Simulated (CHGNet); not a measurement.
**2H WS2**

All values below come from the machine-learned potential CHGNet 0.3.0 (trained on PBE and PBE+U data).

Cell (relaxed at this level):

WS2 has the hexagonal space group P6₃/mmc (No. 194), Pearson symbol hP6. Lattice parameters: a = 3.186 Å, b = 3.186 Å, c = 17.573 Å, α = 90.00°, β = 90.00°, γ = 120.00°. W on 2c is surrounded by 6 S at 2.421 Å (trigonal prismatic). S on 4f has 3 W at 2.421 Å (trigonal pyramidal). (Neighbours: up to the widest gap in distance over summed covalent radii, below 1.35, at either atom; cation-cation and far metal-metal contacts left out.)

For 2H WS2, the lattice constant a comes out as 3.186 Å and the c axis length is 17.573 Å.

Measured, for comparison: lattice constant a 3.153 Å, lattice parameter c 12.323 Å (300 K, no zero-point or thermal correction; as tabulated in arXiv:1605.07067). Computed (rounded) less measured: lattice constant a +1.0 %, lattice parameter c +42.6 %.

A machine-learned potential is trained on density-functional data: it inherits that level's misses and adds fitting errors of its own.

Note: elastic tensor is not positive definite: mechanically unstable at this level; the model's c/a of 5.52 is far from the 3.91 of the starting cell; this model's volume lies 46 % above that of the starting cell (a measured, published or database cell); the cell moved over 20 % in volume from its start.
